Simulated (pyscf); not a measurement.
## Four-centre exchange: `[OH][Zn][Cl]` + `[SH2]` → `[OH][Zn][SH]` + `[ClH]`

Gas phase, singlet surface, charge 0. Bonds broken: Zn2–Cl3, S5–H6. Bonds formed: Zn2–S5, Cl3–H6. Single points on ωB97X-D3(BJ)/def2-SVP structures (PySCF, gas phase).

Transition state (Å):

```xyz
7

O     -2.1126     0.6401     1.4691
Zn    -1.0832     0.0119     0.1532
Cl    -0.6857    -2.3339    -0.2956
H     -2.1927     1.5998     1.4811
S      0.3607     0.2623    -1.6495
H      0.0297    -1.3863    -1.2196
H      1.4620     0.3387    -0.8737
```

One imaginary mode, 637i cm⁻¹; descent along it reached the two sides named, in the forms told below.

| bond | change | reactant side (Å) | saddle | product side |
|---|---|---|---|---|
| Zn2–Cl3 | breaks | 2.145 | 2.421 | 2.7 |
| S5–H6 | breaks | 1.350 | 1.736 | 2.467 |
| Zn2–S5 | forms | 2.7 | 2.323 | 2.211 |
| Cl3–H6 | forms | 2.8 | 1.504 | 1.303 |

Electronic energies relative to the separated reactants (kcal/mol):

```csv
level,barrier,reaction energy,reverse barrier
ωB97X-D3(BJ)/def2-TZVP,7.1,+8.2,-1.1
PBE/def2-TZVP,4.1,+6.9,-2.8
r²SCAN/def2-TZVP,4.3,+8.0,-3.7
B3LYP-D3(BJ)/def2-TZVP,7.8,+8.3,-0.5
PBE0-D3(BJ)/def2-TZVP,5.0,+7.8,-2.8
M06-2X/def2-TZVP,7.3,+9.4,-2.0
ωB97M-D3(BJ)/def2-TZVP,10.2,+8.5,1.7
HF/def2-TZVP,25.3,+12.7,12.7
```

With ωB97M-D3(BJ)/def2-TZVP energies and thermal terms (ideal gas, 1 atm, RRHO with modes under 100 cm⁻¹ raised to 100, one conformer, R ln 2 for chiral ones without a mode under 150 cm⁻¹), in kcal/mol:

```csv
T (K),ΔH‡,ΔG‡,ΔH,ΔG
298,8.8,19.2,+8.4,+8.4
600,9.3,29.5,+8.9,+8.2
900,10.2,39.5,+9.4,+7.8
1200,11.1,49.1,+9.7,+7.2
```

On the reactant side the descent ends in an adduct with a S–Zn contact, 10.6 kcal/mol under the separated species and 17.7 kcal/mol under the saddle at ωB97X-D3(BJ)/def2-TZVP. On the product side the descent ends in a complex, 6.1 kcal/mol under the separated species and 5.0 kcal/mol under the saddle at ωB97X-D3(BJ)/def2-TZVP. At ωB97X-D3(BJ)/def2-TZVP, PBE, r²SCAN, B3LYP-D3(BJ), PBE0-D3(BJ), M06-2X the saddle lies under the separated products, which points to a path from their complex (located at ωB97X-D3(BJ) alone), and parting the products costs more than the saddle. What is counted as formed (S–Zn) is already present as a longer contact in the reactant adduct; forming that adduct is a step of its own. The same reactants have a lower exit, to H₂O + HS–Zn–Cl (barrier -4.1 kcal/mol at ωB97M-D3(BJ)/def2-TZVP, against +10.2 kcal/mol here). One saddle was located; it need not be the lowest between these sides. Elements up to Kr have no core potential and no relativistic terms here.
